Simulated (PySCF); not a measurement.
C₅H₈.
Bonds: C1–C2 (double), C2–C3 (double), C3–C4, C4–C5. Hydrogens: H6, H7 on C1; H8 on C3; H9, H10 on C4; H11, H12, H13 on C5.

The same species was optimised twice, with GFN2-xTB and with PBE0-D3(BJ)/def2-SVP (PySCF), and the same property calculations (PySCF, gas phase) were run on both structures.

| coordinate | GFN2-xTB | PBE0-D3(BJ)/def2-SVP | change |
| --- | --- | --- | --- |
| C1–H7 (Å) | 1.079 | 1.096 | +0.017 |
| C1–H6 (Å) | 1.079 | 1.095 | +0.016 |
| C3–H8 (Å) | 1.083 | 1.099 | +0.016 |
| C1=C2 (Å) | 1.295 | 1.309 | +0.014 |
| C2=C3 (Å) | 1.296 | 1.310 | +0.014 |
| C5–H13 (Å) | 1.088 | 1.102 | +0.014 |
| C5–H11 (Å) | 1.088 | 1.101 | +0.013 |
| C5–H12 (Å) | 1.088 | 1.101 | +0.013 |
| C4–H9 (Å) | 1.094 | 1.104 | +0.010 |
| C4–H10 (Å) | 1.091 | 1.101 | +0.010 |
| C4–C5 (Å) | 1.527 | 1.525 | -0.002 |
| C3–C4 (Å) | 1.504 | 1.505 | +0.001 |
| C2–C3–H8 (°) | 119.9 | 117.8 | -2.1 |
| H9–C4–H10 (°) | 108.1 | 106.5 | -1.6 |
| C3–C4–C5 (°) | 111.0 | 112.5 | +1.5 |
| H6–C1–H7 (°) | 116.3 | 117.4 | +1.1 |
| C4–C3–H8 (°) | 115.8 | 116.8 | +1.0 |
| C2–C3–C4 (°) | 124.3 | 125.3 | +1.0 |
| H12–C5–H13 (°) | 108.4 | 107.5 | -0.9 |
| H11–C5–H13 (°) | 108.5 | 107.7 | -0.8 |
| C2–C3–C4–C5 (°) | -120 | -115 | +5 |

Rotational constants: A = 17896, B = 2317, C = 2282 MHz (GFN2-xTB) against A = 17221, B = 2297, C = 2244 MHz (PBE0-D3(BJ)/def2-SVP). Point groups within 0.08 Å: C1 and C1. Atoms that the bonding makes alike are paired by their places after alignment.

On the GFN2-xTB structure: HOMO (eV) -7.24 [PBE0/pcSseg-1]; LUMO (eV) 0.46 [PBE0/pcSseg-1]; dipole (D) 0.45 [PBE0/pcSseg-1]; GIAO shielding of C1 (ppm) 109.4 [PBE0/pcSseg-1]; GIAO shielding of C2 (ppm) -33.3 [PBE0/pcSseg-1]; GIAO shielding of C3 (ppm) 89.0 [PBE0/pcSseg-1]; GIAO shielding of C4 (ppm) 157.8 [PBE0/pcSseg-1]; GIAO shielding of C5 (ppm) 168.9 [PBE0/pcSseg-1].

Task: What do these properties become on the PBE0-D3(BJ)/def2-SVP structure?

Result: 
```tsv
property	level	on GFN2-xTB	on PBE0-D3(BJ)/def2-SVP	change
HOMO (eV)	PBE0/pcSseg-1	-7.24	-7.23	+0.01
LUMO (eV)	PBE0/pcSseg-1	0.46	0.37	-0.09
dipole (D)	PBE0/pcSseg-1	0.45	0.45	0.00
energy, GFN2-xTB geometry as zero (kcal/mol)	PBE0/pcSseg-1	0.0	-0.4	-0.4
GIAO shielding of C1 (ppm)	PBE0/pcSseg-1	109.4	105.9	-3.5
GIAO shielding of C2 (ppm)	PBE0/pcSseg-1	-33.3	-38.6	-5.3
GIAO shielding of C3 (ppm)	PBE0/pcSseg-1	89.0	86.6	-2.4
GIAO shielding of C4 (ppm)	PBE0/pcSseg-1	157.8	157.2	-0.6
GIAO shielding of C5 (ppm)	PBE0/pcSseg-1	168.9	167.1	-1.8
```

The heavy atoms differ by 0.029 Å rms after alignment. Among all bonds C1–H6, C1–H7 and C3–H8 change most and about equally (+0.016 to +0.017 Å). Changes are differences of the printed values. Neither structure is proved a minimum here.

Conformer computed: `[CH2:1]=[C:2]=[CH:3][CH2:4][CH3:5]`: C2–C3–C4–C5 -115°.
